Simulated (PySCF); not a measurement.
Gas-phase reaction: 2 HCN + 6 H = 2 NH₃ + C₂H₂ (acetylene)

Method: PySCF energies plus ideal-gas RRHO corrections (1 bar). Table values come from the NASA 1993 polynomials. † marks an energy on the PBE0/def2-TZVP geometry and frequencies; other levels use their own. MP2 and CCSD(T) freeze the core. 6-31G* has spherical d functions here. Open shells (unrestricted): H (multiplicity 2); the rest are closed-shell singlets. For this reaction the table lies outside the span of B3LYP, CCSD(T), M06-2X, MP2, PBE0, r2SCAN, ωB97M-V, ωB97X-V in their largest bases here; which side is off was not settled. MP2 isn't extrapolated to the basis-set limit. CCSD(T) isn't extrapolated to the basis-set limit.

Levels: a) HF/6-31G*; b) ωB97M-V/def2-TZVP†; c) PBE/def2-TZVP†; d) CCSD(T)/def2-SVP†; e) MP2/def2-TZVPP†.

Order the levels by the distance of their ΔH°(298 K) from the table for this reaction, closest first.

b (+29 kJ), c (+70 kJ), e (+104 kJ), d (+140 kJ), a (+420 kJ)

The table gives -1442 kJ. The order holds for this reaction alone, and for the 1993 entries, some of which have been revised since.
